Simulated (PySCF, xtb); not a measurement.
Protons, H atoms and electrons added to or taken from F[SiH3]. Isolated molecules, 0 K electronic values unless said otherwise. Strings in code marks are SMILES.

Quantity: bond dissociation enthalpy (X–H) at 298 K, in kcal/mol. HF references are unrestricted for open shells and restricted for singlets. Enthalpy corrections at 298 K come from GFN2-xTB frequencies (xtb).

Case: H atom removed from Si2: `F[SiH2]`. The other species in the difference include `F[SiH3]` (neutral, multiplicity 1). Geometry of `F[SiH2]` (neutral, multiplicity 2, Å):

```xyz
4

F      1.4422    -0.2637    -0.1164
Si    -0.0551     0.0074     0.3888
H     -0.9146    -1.0773    -0.1444
H     -0.4725     1.3336    -0.1280
```

Task: Estimate the bond dissociation enthalpy (X–H) at 298 K that HF/STO-3G // CAM-B3LYP-D3(BJ)/def2-TZVP (PySCF) returns for this input.

Result: 101.8 kcal/mol.
